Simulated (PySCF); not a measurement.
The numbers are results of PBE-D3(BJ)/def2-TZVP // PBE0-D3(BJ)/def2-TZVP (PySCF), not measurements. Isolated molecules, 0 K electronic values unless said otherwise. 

Reference species (SMILES): `ClCCl` (neutral, multiplicity 1).

```
Property        Value
-------------  ------
dipole moment  1.58 D
```

Changed species: `C(Cl)(Cl)Cl` (whole molecule; the reference has whole molecule).

Task: Predict the effect on the dipole moment.

Result: the dipole moment falls by 0.56 D, to 1.02 D.
